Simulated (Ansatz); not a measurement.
# C8H18: basis-set convergence

The task here is to estimate one member of a computed series from the others.

Method: one geometry, several basis sets; program: Ansatz 0.2.0, Gaussian basis.

Plan: PBE0-D4/def2-SVP; ωB97M-V/def2-SVP; PBE0-D4/def2-QZVPP; ωB97M-V/def2-QZVPP; the functionals' def2-TZVPP values are taken from earlier runs.

**Structure used throughout**

All runs share one geometry, relaxed beforehand with PBE0-D4 in a triple-zeta def2 set.

SMILES `CCC(C)(CC)CC`, 26 atoms, charge 0, spin multiplicity 1.

Atoms are counted from 1 here; the program's logs count them from 0.

Bond lengths: C1–C2 1.520 Å, C1–H9 1.093 Å, C1–H10 1.092 Å, C1–H11 1.092 Å, C2–C3 1.538 Å, C2–H12 1.097 Å, C2–H13 1.095 Å, C3–C4 1.527 Å, C3–C5 1.538 Å, C3–C7 1.536 Å, C4–H14 1.092 Å, C4–H15 1.094 Å, C4–H16 1.092 Å, C5–C6 1.520 Å, C5–H17 1.095 Å, C5–H18 1.097 Å, C6–H19 1.093 Å, C6–H20 1.092 Å and more. Angles: C2–C1–H9 111.9°, C2–C1–H10 110.4°, C2–C1–H11 112.1°, H9–C1–H10 107.2°, H9–C1–H11 107.7°, H10–C1–H11 107.2°, C1–C2–C3 116.6°, C1–C2–H12 109.1°, C1–C2–H13 108.9°, C3–C2–H12 107.5°, C3–C2–H13 108.6°, H12–C2–H13 105.5°, C2–C3–C4 109.6°, C2–C3–C5 106.6°, C2–C3–C7 111.5°, C4–C3–C5 109.6°, C4–C3–C7 108.1°, C5–C3–C7 111.4° and more.

Geometry (Å):

```mol
C8H18
  3D, bonds by distance, orders not assigned

 26 25  0  0  0  0  0  0  0  0999 V2000
    0.7101   -2.0438   -1.4693 C   0  0
    0.0833   -1.5639   -0.1710 C   0  0
   -0.3362   -0.0852   -0.1133 C   0  0
   -1.4571    0.1684   -1.1187 C   0  0
   -0.8548    0.1695    1.3122 C   0  0
   -1.2534    1.5971    1.6469 C   0  0
    0.8355    0.8449   -0.4591 C   0  0
    2.0563    0.7386    0.4388 C   0  0
    1.6526   -1.5331   -1.6806 H   0  0
    0.9266   -3.1133   -1.4152 H   0  0
    0.0504   -1.8902   -2.3263 H   0  0
   -0.8061   -2.1682    0.0436 H   0  0
    0.7778   -1.7625    0.6527 H   0  0
   -1.1257   -0.0242   -2.1415 H   0  0
   -2.3186   -0.4751   -0.9167 H   0  0
   -1.7966    1.2061   -1.0831 H   0  0
   -0.0928   -0.1624    2.0259 H   0  0
   -1.7150   -0.4911    1.4738 H   0  0
   -0.4033    2.2813    1.5929 H   0  0
   -2.0274    1.9766    0.9760 H   0  0
   -1.6501    1.6534    2.6633 H   0  0
    0.4699    1.8771   -0.4505 H   0  0
    1.1322    0.6545   -1.4958 H   0  0
    1.8189    0.9743    1.4791 H   0  0
    2.4901   -0.2643    0.4198 H   0  0
    2.8335    1.4354    0.1164 H   0  0
  1  2  8  0
  2  3  8  0
  3  4  8  0
  3  5  8  0
  5  6  8  0
  3  7  8  0
  7  8  8  0
  1  9  8  0
  1 10  8  0
  1 11  8  0
  2 12  8  0
  2 13  8  0
  4 14  8  0
  4 15  8  0
  4 16  8  0
  5 17  8  0
  5 18  8  0
  6 19  8  0
  6 20  8  0
  6 21  8  0
  7 22  8  0
  7 23  8  0
  8 24  8  0
  8 25  8  0
  8 26  8  0
M  END
```

Set-up of the first run:

Input file in.yaml:

```yaml
crystal:
  periodic: [false, false, false]
  atoms:
    - {symbol: C, position_ang: [0.710070, -2.043791, -1.469346]}
    - {symbol: C, position_ang: [0.083340, -1.563875, -0.170968]}
    - {symbol: C, position_ang: [-0.336217, -0.085235, -0.113320]}
    - {symbol: C, position_ang: [-1.457121, 0.168409, -1.118652]}
    - {symbol: C, position_ang: [-0.854808, 0.169491, 1.312190]}
    - {symbol: C, position_ang: [-1.253405, 1.597090, 1.646872]}
    - {symbol: C, position_ang: [0.835518, 0.844947, -0.459099]}
    - {symbol: C, position_ang: [2.056311, 0.738567, 0.438757]}
    - {symbol: H, position_ang: [1.652613, -1.533116, -1.680575]}
    - {symbol: H, position_ang: [0.926566, -3.113254, -1.415214]}
    - {symbol: H, position_ang: [0.050429, -1.890153, -2.326339]}
    - {symbol: H, position_ang: [-0.806097, -2.168229, 0.043563]}
    - {symbol: H, position_ang: [0.777770, -1.762515, 0.652672]}
    - {symbol: H, position_ang: [-1.125746, -0.024212, -2.141546]}
    - {symbol: H, position_ang: [-2.318628, -0.475082, -0.916665]}
    - {symbol: H, position_ang: [-1.796571, 1.206064, -1.083106]}
    - {symbol: H, position_ang: [-0.092818, -0.162371, 2.025873]}
    - {symbol: H, position_ang: [-1.714986, -0.491077, 1.473756]}
    - {symbol: H, position_ang: [-0.403255, 2.281276, 1.592902]}
    - {symbol: H, position_ang: [-2.027426, 1.976599, 0.976002]}
    - {symbol: H, position_ang: [-1.650067, 1.653392, 2.663255]}
    - {symbol: H, position_ang: [0.469912, 1.877095, -0.450460]}
    - {symbol: H, position_ang: [1.132207, 0.654523, -1.495803]}
    - {symbol: H, position_ang: [1.818902, 0.974282, 1.479072]}
    - {symbol: H, position_ang: [2.490064, -0.264261, 0.419782]}
    - {symbol: H, position_ang: [2.833464, 1.435413, 0.116375]}
basis:
  gaussian: {orbitals: def2-SVP}
hamiltonian: {xc: pbe0, dispersion: d4}
output: {orbitals: {seedname: orbitals}}
```

Among the steps run: PBE0-D4 in def2-SVP; ωB97M-V in def2-SVP; PBE0-D4 in def2-QZVPP; ωB97M-V in def2-QZVPP.

One table of the session follows, with a row left open; its other results are not shown here.

It belongs to the step «Functionals by basis». 

| functional | basis | HOMO (eV) | LUMO (eV) |
| --- | --- | --- | --- |
| PBE0-D4 | def2-SVP | -8.36 | 1.59 |
| PBE0-D4 | def2-TZVPP | -8.38 | 1.03 |
| PBE0-D4 | def2-QZVPP | ? | ? |
| ωB97M-V | def2-SVP | -10.63 | 3.23 |
| ωB97M-V | def2-TZVPP | -10.66 | 2.45 |
| ωB97M-V | def2-QZVPP | -10.66 | 1.64 |

Estimate the missing values for PBE0-D4, def2-QZVPP.

As computed: HOMO (eV): -8.38; LUMO (eV): 0.56.
